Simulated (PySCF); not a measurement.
**oxygen (O₂) (triplet): EPR parameters at several levels of theory**

Aim: compute the EPR parameters of oxygen (O₂) (triplet) (`O=O`) at several levels, and see how far they spread and what each costs.

Programs: PySCF 2.14.0, with density-fitted response routines of our own. Each step states its level of theory. These are calculated values for one molecule in the gas phase, unless marked as measured. Atoms count from 0, in the outputs and in this text.

**1. The starting structure**

2 atoms, charge 0, multiplicity 3; geometry from: GFN2-xTB.

Bonds of the start (Å): O0–O1 1.21.

**2. Relaxing the molecule at PBE0-D3(BJ)/def2-SVP**

The job: settings as JSON, then the geometry in Å.

```
{"job": {"xc": "PBE0", "basis": "def2-SVP", "d3": "d3bj", "grid": 1, "kind": "geom"}, "charge": 0, "multiplicity": 3}
O      0.607570    -0.006380    -0.004960
O     -0.602060     0.008920    -0.023330
```

The log of the run:

```text
step   0  E = -150.05176719  max force = 0.035952
step   1  E = -150.05250897  max force = 0.004658
step   2  E = -150.05252003  max force = 0.000395
step   3  E = -150.05252015  max force = 0.000038
optimisation converged
```

Wall time 1.2 s (1 thread, shared host).

Along the way:

```tsv
step	energy from step 0 (eV)	largest force component (eV/Å)
0	0.0000	1.8487
1	-0.0202	0.2395
2	-0.0205	0.0203
3	-0.0205	0.0020
```

The bond:

```tsv
bond	before (Å)	after (Å)	change (Å)
O0–O1	1.210	1.188	-0.022
```

The final coordinates are the input of the step that follows.

```tsv
at the end point	value
point group (found at 0.08 Å tolerance)	D∞h
rotational constants (GHz, main isotopes)	44.757, 44.757
dipole moment (D)	0.00
⟨S²⟩	2.007
```

**3. EPR parameters: B3LYP/IGLO-III**

The job: settings as JSON, then the geometry in Å.

```
{"job": {"kind": "epr"}, "charge": 0, "multiplicity": 3}
O      0.596757    -0.006156    -0.005238
O     -0.591247     0.008696    -0.023052
```

With the program's defaults for keys left out, this is: UKS B3LYP, IGLO-III on O, non-relativistic, mean-field spin-orbit, GIAO.

The log of the run:

```text
UKS, coarse grid
  cycle   1  E = -150.37941440  |g| = 1.77e-01
  cycle   2  E = -150.38922318  |g| = 6.96e-02
  cycle   3  E = -150.39051836  |g| = 9.72e-03
  cycle   4  E = -150.39057140  |g| = 4.11e-03
  cycle   5  E = -150.39057677  |g| = 5.46e-04
UKS, final grid
  cycle   1  E = -150.39058239  |g| = 4.28e-04
  cycle   2  E = -150.39058241  |g| = 3.72e-04
  cycle   3  E = -150.39058245  |g| = 1.07e-05
  cycle   4  E = -150.39058245  |g| = 1.87e-05
internal stability: stable
E = -150.39058245 Eh   <S^2> = 2.0089 (exact 2.0000)
g shifts (ppm)      1          2          3
  rmc          -364       -364       -364
  gc             74         23         23
  oz_so          -0       2711       2712
  total        -290       2371       2371
hyperfine (MHz)  atom isotope    a_iso     a_fc   dipolar eigenvalues
    0   17O     -38.23     -38.23    -46.36    -46.36     92.72
    1   17O     -38.23     -38.23    -46.36    -46.36     92.72
zero-field splitting (cm-1)  D = 3.3454  E = 0.0000  (spin-spin 1.5538, spin-orbit 1.7916)
```

Wall time 2.6 s (1 thread, shared host).

Principal g values 2.00203, 2.00469, 2.00469; g(iso) = 2.00380, against 2.00232 for a free electron.

Mean a(iso) over the nuclei that a row names, and the largest dipolar term of the row (other rows stand at the frozen geometry):

```tsv
nuclei	isotope	a(iso) (MHz)	a(iso) (G, at g = 2.0023)	largest dipolar term (MHz)
O0, O1	17O	-38.2	-13.6	92.7
```

Zero-field splitting: D = 3.345 cm⁻¹ (spin-spin 1.554, spin-orbit 1.792), E = 0.000 cm⁻¹.

Mulliken spin populations:

```tsv
atom	value (e)
O0	1.00
O1	1.00
```

**4. g tensor and hyperfine couplings: PBE/IGLO-III**

The job: settings as JSON, then the geometry in Å.

```
{"job": {"kind": "epr", "xc": "PBE"}, "charge": 0, "multiplicity": 3}
O      0.596757    -0.006156    -0.005238
O     -0.591247     0.008696    -0.023052
```

With the program's defaults for keys left out, this is: UKS PBE, IGLO-III on O, non-relativistic, mean-field spin-orbit, GIAO.

The log of the run:

```text
UKS, coarse grid
  cycle   1  E = -150.24102473  |g| = 1.68e-01
  cycle   2  E = -150.24710841  |g| = 9.30e-02
  cycle   3  E = -150.24950478  |g| = 1.88e-02
  cycle   4  E = -150.24960068  |g| = 8.31e-03
  cycle   5  E = -150.24962414  |g| = 4.24e-04
  cycle   6  E = -150.24962402  |g| = 2.78e-05
UKS, final grid
  cycle   1  E = -150.24962907  |g| = 6.28e-05
  cycle   2  E = -150.24962906  |g| = 1.98e-04
  cycle   3  E = -150.24962907  |g| = 2.51e-05
  cycle   4  E = -150.24962907  |g| = 2.56e-07
internal stability: stable
E = -150.24962907 Eh   <S^2> = 2.0042 (exact 2.0000)
g shifts (ppm)      1          2          3
  rmc          -350       -350       -350
  gc             72         23         23
  oz_so           0       2502       2502
  total        -278       2175       2175
hyperfine (MHz)  atom isotope    a_iso     a_fc   dipolar eigenvalues
    0   17O     -17.17     -17.17    -44.63    -44.63     89.26
    1   17O     -17.17     -17.17    -44.63    -44.63     89.26
zero-field splitting (cm-1)  D = 3.2449  E = 0.0000  (spin-spin 1.5276, spin-orbit 1.7173)
```

Wall time 2.8 s (1 thread, shared host).

This run: g(iso) 2.00368.

**5. EPR parameters: PBE0/IGLO-III**

The job: settings as JSON, then the geometry in Å.

```
{"job": {"kind": "epr", "xc": "PBE0"}, "charge": 0, "multiplicity": 3}
O      0.596757    -0.006156    -0.005238
O     -0.591247     0.008696    -0.023052
```

With the program's defaults for keys left out, this is: UKS PBE0, IGLO-III on O, non-relativistic, mean-field spin-orbit, GIAO.

The log of the run:

```text
UKS, coarse grid
  cycle   1  E = -150.22419908  |g| = 1.79e-01
  cycle   2  E = -150.23428781  |g| = 7.19e-02
  cycle   3  E = -150.23571873  |g| = 1.50e-02
  cycle   4  E = -150.23581758  |g| = 7.64e-03
  cycle   5  E = -150.23583722  |g| = 4.38e-04
  cycle   6  E = -150.23583742  |g| = 2.49e-05
UKS, final grid
  cycle   1  E = -150.23584098  |g| = 1.50e-05
internal stability: stable
E = -150.23584098 Eh   <S^2> = 2.0097 (exact 2.0000)
g shifts (ppm)      1          2          3
  rmc          -362       -362       -362
  gc             74         23         23
  oz_so           0       2694       2698
  total        -288       2356       2359
hyperfine (MHz)  atom isotope    a_iso     a_fc   dipolar eigenvalues
    0   17O     -36.89     -36.89    -46.11    -46.11     92.21
    1   17O     -36.89     -36.89    -46.11    -46.11     92.21
zero-field splitting (cm-1)  D = 3.2366  E = 0.0000  (spin-spin 1.5360, spin-orbit 1.7007)
```

It took 2.5 s on 1 thread, shared host.

In short: g(iso) 2.00379.

**6. g tensor and hyperfine couplings: BHandHLYP/IGLO-III**

The job: settings as JSON, then the geometry in Å.

```
{"job": {"kind": "epr", "xc": "BHandHLYP"}, "charge": 0, "multiplicity": 3}
O      0.596757    -0.006156    -0.005238
O     -0.591247     0.008696    -0.023052
```

With the program's defaults for keys left out, this is: UKS BHandHLYP, IGLO-III on O, non-relativistic, mean-field spin-orbit, GIAO.

The log of the run:

```text
UKS, coarse grid
  cycle   1  E = -150.29309506  |g| = 2.19e-01
  cycle   2  E = -150.31077432  |g| = 9.03e-02
  cycle   3  E = -150.31338036  |g| = 2.38e-02
  cycle   4  E = -150.31370618  |g| = 7.83e-03
  cycle   5  E = -150.31373586  |g| = 8.70e-04
  cycle   6  E = -150.31373619  |g| = 6.69e-05
UKS, final grid
  cycle   1  E = -150.31373962  |g| = 3.58e-05
  cycle   2  E = -150.31373962  |g| = 2.19e-05
internal stability: stable
E = -150.31373962 Eh   <S^2> = 2.0183 (exact 2.0000)
g shifts (ppm)      1          2          3
  rmc          -378       -378       -378
  gc             76         24         24
  oz_so          -0       2960       2961
  total        -302       2605       2607
hyperfine (MHz)  atom isotope    a_iso     a_fc   dipolar eigenvalues
    0   17O     -65.94     -65.94    -48.08    -48.08     96.15
    1   17O     -65.94     -65.94    -48.08    -48.08     96.15
zero-field splitting (cm-1)  D = 3.2932  E = 0.0000  (spin-spin 1.5600, spin-orbit 1.7331)
```

Run time: 2.1 s. Hardware: 1 thread, shared host.

This run: g(iso) 2.00396.

**7. g tensor and hyperfine couplings: HF/IGLO-III**

The job: settings as JSON, then the geometry in Å.

```
{"job": {"kind": "epr", "xc": "HF"}, "charge": 0, "multiplicity": 3}
O      0.596757    -0.006156    -0.005238
O     -0.591247     0.008696    -0.023052
```

With the program's defaults for keys left out, this is: UKS HF, IGLO-III on O, non-relativistic, mean-field spin-orbit, GIAO.

The log of the run:

```text
UKS, final grid
  cycle   1  E = -149.63265901  |g| = 3.24e-01
  cycle   2  E = -149.67591880  |g| = 1.21e-01
  cycle   3  E = -149.68203780  |g| = 4.34e-02
  cycle   4  E = -149.68384517  |g| = 1.12e-02
  cycle   5  E = -149.68397394  |g| = 2.63e-03
  cycle   6  E = -149.68398002  |g| = 3.58e-04
  cycle   7  E = -149.68398010  |g| = 8.24e-05
  cycle   8  E = -149.68398011  |g| = 1.96e-05
  cycle   9  E = -149.68398011  |g| = 3.19e-06
internal stability: stable
E = -149.68398011 Eh   <S^2> = 2.0461 (exact 2.0000)
g shifts (ppm)      1          2          3
  rmc          -406       -406       -406
  gc             81         25         25
  oz_so          -0       3276       3276
  total        -325       2895       2895
hyperfine (MHz)  atom isotope    a_iso     a_fc   dipolar eigenvalues
    0   17O    -116.47    -116.47    -50.94    -50.94    101.88
    1   17O    -116.47    -116.47    -50.94    -50.94    101.88
zero-field splitting (cm-1)  D = 2.9378  E = 0.0000  (spin-spin 1.5663, spin-orbit 1.3715)
```

Run time: 1.4 s. Hardware: 1 thread, shared host.

Key values: g(iso) 2.00414.

**8. g tensor and hyperfine couplings: CAM-B3LYP/IGLO-III**

The job: settings as JSON, then the geometry in Å.

```
{"job": {"kind": "epr", "xc": "CAM-B3LYP"}, "charge": 0, "multiplicity": 3}
O      0.596757    -0.006156    -0.005238
O     -0.591247     0.008696    -0.023052
```

Level: UKS CAM-B3LYP, IGLO-III on O, non-relativistic, mean-field spin-orbit, GIAO.

The log of the run:

```text
UKS, coarse grid
  cycle   1  E = -150.32978387  |g| = 2.09e-01
  cycle   2  E = -150.34407537  |g| = 8.49e-02
  cycle   3  E = -150.34592319  |g| = 1.62e-02
  cycle   4  E = -150.34605373  |g| = 7.79e-03
  cycle   5  E = -150.34607703  |g| = 7.11e-04
  cycle   6  E = -150.34607724  |g| = 4.61e-05
UKS, final grid
  cycle   1  E = -150.34608271  |g| = 1.33e-05
internal stability: stable
E = -150.34608271 Eh   <S^2> = 2.0094 (exact 2.0000)
g shifts (ppm)      1          2          3
  rmc          -365       -365       -365
  gc             74         23         23
  oz_so           0       2752       2761
  total        -290       2410       2419
hyperfine (MHz)  atom isotope    a_iso     a_fc   dipolar eigenvalues
    0   17O     -37.05     -37.05    -46.56    -46.56     93.11
    1   17O     -37.05     -37.05    -46.56    -46.56     93.11
zero-field splitting (cm-1)  D = 3.3622  E = 0.0000  (spin-spin 1.5582, spin-orbit 1.8040)
```

It took 3.5 s on 1 thread, shared host.

This run: g(iso) 2.00383.

**9. Comparing the runs: EPR parameters**

g, ⟨S²⟩ and isotropic hyperfine couplings (MHz), with basis size and wall time:

```tsv
run	g(iso)	⟨S²⟩	17O O0 (mean)	functions	time
B3LYP/IGLO-III	2.00380	2.009	-38.2	70	2.6 s
PBE/IGLO-III	2.00368	2.004	-17.2	70	2.8 s
PBE0/IGLO-III	2.00379	2.010	-36.9	70	2.5 s
BHandHLYP/IGLO-III	2.00396	2.018	-65.9	70	2.1 s
HF/IGLO-III	2.00414	2.046	-116.5	70	1.4 s
CAM-B3LYP/IGLO-III	2.00383	2.009	-37.1	70	3.5 s
```

**10. Results**

```
                            quantity                     value
                         point group                       D∞h
rotational constants (main isotopes)          44.76, 44.76 GHz
                        D, E (B3LYP)         3.345, 0.000 cm⁻¹
                      g(iso) (B3LYP)                   2.00380
                                ⟨S²⟩        2.009 (exact 2.00)
  largest a(iso) (averaged by class)  17O on O0, O1, -38.2 MHz
```

**Reading.** Single values in the summary come from the first run of each kind that ended normally (B3LYP/IGLO-III), which need not be the best level. The optimisation took 3 steps and gained 0.020 eV; among the close pairs (by a distance rule), O0–O1 changed most, from 1.210 to 1.188 Å. The largest spin populations lie on O1 (1.00 e), O0 (1.00 e). The isotropic g lies 1.5 ppt above the free-electron value. The coupling of 17O on O0 runs from -116.5 (HF/IGLO-III) to -17.2 MHz (PBE/IGLO-III).
